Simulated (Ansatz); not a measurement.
**Four-centre ligand exchange**

Start structure (Si₂H₇Cl, singlet), relaxed at PBE0-D4/def2-TZVP:

```xyz
10
angstrom
Si -0.4646 0.5308 -1.1931
Si 0.7921 -1.0676 -0.0333
H -0.3479 0.2609 -2.6515
H -1.8938 0.4472 -0.7971
H 0.0525 1.8940 -0.9091
H -0.3124 0.5997 2.3047
Cl -1.0519 1.6173 2.5580
H 0.7134 -0.8493 1.4428
H 0.2856 -2.4385 -0.3056
H 2.2269 -0.9944 -0.4157
```

The step: Si₂H₆ ([SiH3][SiH3]) + HCl → SiH₃Cl ([SiH3][Cl]) + SiH₄; bonds formed: Si1–Cl7, Si2–H6; bonds broken: Si1–Si2, H6–Cl7. Program: Ansatz 0.2.0. Basis: def2-TZVPP and def2-QZVPP. Cores are frozen in the correlated methods. Extrapolation: Hartree–Fock as exp(−7.88 √X), correlation as X^−2.97. Energies below are by CCSD(T) at an estimated basis limit (MP2 extrapolated from triple and quadruple zeta, plus CCSD(T) − MP2 in triple zeta).

**Question.** What are the electronic barrier and the energy of the step, from the start structure to the end structure? (Judge from chemistry; the value comes from the calculation.)

**Answer.** Computed: Barrier 1.709 eV; step energy -0.918 eV (downhill); reverse barrier, their difference, 2.627 eV. Barrier and step energy count from the start structure, the reverse barrier from the end structure.

The saddle point: One imaginary mode of 850i cm⁻¹.
```tsv
pair	start (Å)	saddle (Å)	end (Å)
Si1–Cl7	3.95	2.59	2.05
Si2–H6	3.08	1.76	1.48
Si1–Si2	2.34	2.55	4.39
H6–Cl7	1.28	1.74	3.37
```

Zero-point energy (harmonic, PBE0-D4): ZPE is 1.543 eV at the start and 1.542 eV at the saddle, so the barrier goes from 1.709 to 1.708 eV.

The T1 diagnostic stays at or below 0.014. The end structure is not quite a true minimum (one mode of 40i cm⁻¹).

Labels in which every atom is bracketed show which atoms are joined, not bond orders.

For scale, one of the runs: CCSD(T)/def2-TZVPP, 224 basis functions, launched by `ansatz run in.yaml --threads 4 --pin off --events-out ev --progress --plain --max-ram 9574MiB`. Time: 58 s of wall clock on 4 CPU threads of an Intel Xeon; the host was shared. Peak host memory: 3.2 GiB.
